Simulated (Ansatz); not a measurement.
Results of r²SCAN+rVV10 (Ansatz, a program for electronic structure, PAW) for 2H MoS2.

Settings: plane-wave cutoff 600 eV, 12×12×4 k mesh (along the axes of the cell as run), Fermi–Dirac smearing 0.01 eV, no spin polarisation, scalar-relativistic PAW data made under PBE.

Starting structure:

```
MoS2
1.0
    3.16000     0.00000     0.00000
   -1.58000     2.73664     0.00000
    0.00000     0.00000    12.30000
Mo S
2 4
Direct
  0.66667   0.33333   0.75000
  0.33333   0.66667   0.25000
  0.66667   0.33333   0.37900
  0.33333   0.66667   0.87900
  0.33333   0.66667   0.62100
  0.66667   0.33333   0.12100
```

Task: Into what structure does the relaxation of cell and atoms lead at this level, with the symmetry of the start kept?

Result: The volume grows by 1.9 %; final space group P6_3/mmc.
```
MoS2
1.0
    3.17302     0.00000     0.00000
   -1.58651     2.74792     0.00000
    0.00000     0.00000    12.43484
Mo S
2 4
Direct
  0.66667   0.33333   0.75000
  0.33333   0.66667   0.25000
  0.66667   0.33333   0.37511
  0.33333   0.66667   0.87511
  0.33333   0.66667   0.62489
  0.66667   0.33333   0.12489
```
